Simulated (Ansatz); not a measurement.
**BSiH₅ (quintet): from Hartree-Fock to the top rungs, cc-pVDZ**

The task here is to estimate one member of a computed series from the others.

Program: Ansatz 0.2.0, Gaussian basis. Level of theory: cc-pVDZ, core rule «outside noble gas», up to 6 orbitals frozen. These are calculated values, not measurements.

Plan: UHF; CCSD(T) on ROHF; CCSD(T) on UHF; BCCD(T) on ROHF; CISD as a restricted active space (open shells left free, so some higher excitations enter); CCSDT(Q) on ROHF; CCSDT(Q) on UHF.

23 further runs of the same task are left out: 10 that didn't finish, 13 set aside as unsound or not needed. Runs told in other sessions of the task aren't counted.

## The system

The geometry is a PBE0/def2-TZVP stationary point (not a proven minimum) of the parent state, kept for this charge and spin.

7 atoms, charge 0, spin multiplicity 5.

Atoms are counted from 1 here; the program's logs count them from 0.

Bond lengths: Si1–B2 2.095 Å, Si1–H3 1.484 Å, Si1–H4 1.484 Å, Si1–H5 1.485 Å, B2–H6 1.205 Å, B2–H7 1.205 Å. Angles: B2–Si1–H3 106.7°, B2–Si1–H4 106.7°, B2–Si1–H5 110.0°, H3–Si1–H4 112.0°, H3–Si1–H5 110.6°, H4–Si1–H5 110.6°, Si1–B2–H6 89.3°, Si1–B2–H7 89.3°, H6–B2–H7 131.0°.

The first run:

in.yaml

```yaml
crystal:
  periodic: [false, false, false]
  atoms:
    - {symbol: Si, position_ang: [-0.018261, 0.000000, 0.580059]}
    - {symbol: B, position_ang: [0.127982, -0.000001, -1.510314]}
    - {symbol: H, position_ang: [0.661937, -1.230696, 1.055108]}
    - {symbol: H, position_ang: [0.661938, 1.230696, 1.055107]}
    - {symbol: H, position_ang: [-1.445963, 0.000001, 0.989065]}
    - {symbol: H, position_ang: [-0.370895, -1.096559, -1.531404]}
    - {symbol: H, position_ang: [-0.370894, 1.096559, -1.531405]}
basis:
  gaussian: {orbitals: cc-pVDZ}
magnetization: {spin_polarized: true, initial_magnetization: 4}
hamiltonian: {xc: hf}
output: {orbitals: {seedname: orbitals}}
```

Run with:

```
ansatz run in.yaml --threads 1 --pin off --events-out ev --progress --plain --max-ram 2393MiB
```

Among the steps run: UHF; CCSD(T) on ROHF; CCSD(T) on UHF; BCCD(T) on ROHF; CISD as a restricted active space (open shells left free, so some higher excitations enter); CCSDT(Q) on ROHF; CCSDT(Q) on UHF.

One of the session's tables, all rows but one given; the rest of the session is left out.

| method | from RCCSDT(Q) (kcal/mol) |
| --- | --- |
| UHF | +145.34 |
| RMP2 | +35.52 |
| UMP2 | +36.73 |
| CISD | ? |
| RCCSD | +7.34 |
| UCCSD | +7.29 |
| RCCSD(T) | +2.21 |
| UCCSD(T) | +2.30 |
| BCCD(T) | +2.20 |
| RCCSDT | +0.39 |
| UCCSDT | +0.39 |
| RCCSDT(Q) | 0 |
| UCCSDT(Q) | -0.04 |

Estimate the missing values for CISD.

As computed: from RCCSDT(Q) (kcal/mol): +20.47. In the column «from RCCSDT(Q) (kcal/mol)» it lies between RCCSD (+7.34) and RMP2 (+35.52).

Left out of the table: ROHF (another determinant or state than the rows shown).

Limits of these values: Warnings: coupled cluster took another determinant than the lowest. Restricted and unrestricted rows rest on different reference determinants; a gap between their highest levels can come from leftover correlation error, from unlike frozen cores or from another state.
